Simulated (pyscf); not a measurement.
`[FH]` + `[NH2][Ge][F]` [singlet] → `[F][Ge][F]` [singlet] + `[NH3]`, a four-centre exchange (singlet surface; F–H, Ge–N broken, F–Ge, H–N formed). PySCF, gas phase, ωB97X-D3(BJ)/def2-SVP geometries. Correlated levels are frozen-core, on RHF or UHF. ΔMP2 is the change of the MP2 total energy from the triple- to the quadruple-zeta basis. Energies in eV from the separated reactants.

Small-basis levels: PySCF, no dispersion term, spherical d functions. AM1 to PM7: differences of heats of formation from MOPAC, which are fitted to 298 K values and so differ in kind from electronic energies by zero-point and thermal terms. Cost: rough CPU time at the saddle relative to B3LYP/6-31G*+LANL2DZ, from one job on a shared machine.

| level | barrier | reaction energy | cost |
|---|---|---|---|
| HF/STO-3G | -0.15 | -0.16 | 0.07 |
| HF/6-31G*+LANL2DZ | -0.18 | -0.86 | 0.1 |
| BP86/6-31G*+LANL2DZ | -0.26 | -0.84 | 1 |
| B3LYP/3-21G | [?] | -0.71 | 1.0 |
| B3LYP/LANL2DZ | -0.19 | -0.28 | 0.8 |
| B3LYP/6-31G*+LANL2DZ | -0.29 | -0.89 | 1 |
| AM1 | [?] | +0.02 | under 0.02 |
| CCSD(T)/def2-TZVPP + ΔMP2(QZVPP) | [?] | -0.49 | – |

Task: Some entries are withheld; supply them.

Result: 
- B3LYP/3-21G, barrier: -0.61
- AM1, barrier: 0.14
- CCSD(T)/def2-TZVPP + ΔMP2(QZVPP), barrier: -0.07

Against the last row the barrier runs from -0.54 (B3LYP/3-21G) to +0.21 eV (AM1). CCSD(T)/def2-TZVPP + ΔMP2(QZVPP) has limits of its own. On the reactant side the descent ends in a complex, 0.33 eV under the separated species and 0.16 eV under the saddle at ωB97X-D3(BJ)/def2-TZVP. On the product side the descent ends in an adduct with a Ge–N contact (not fully relaxed), 0.97 eV under the separated species and 1.36 eV under the saddle at ωB97X-D3(BJ)/def2-TZVP. At CCSD(T) the saddle lies under the separated reactants, which points to a path from their complex (located at ωB97X-D3(BJ) alone). What is counted as broken (Ge–N) persists as a longer contact in the product adduct; parting that adduct is a step of its own. At ωB97X-D3(BJ)/def2-TZVP the barrier from the zero used here is -0.17 eV. This is the saddle that the search found; another between the same sides may lie lower. The CCSD(T) − MP2 part came from Ansatz, without density fitting, on the same reference. The frozen core leaves the outer d or s,p core shells of the metals and heavy elements correlated in the MP2 and CC values, and def2-TZVPP describes them poorly, which can shift differences by a few kcal/mol. In the def2 sets elements up to Kr have no core potential.
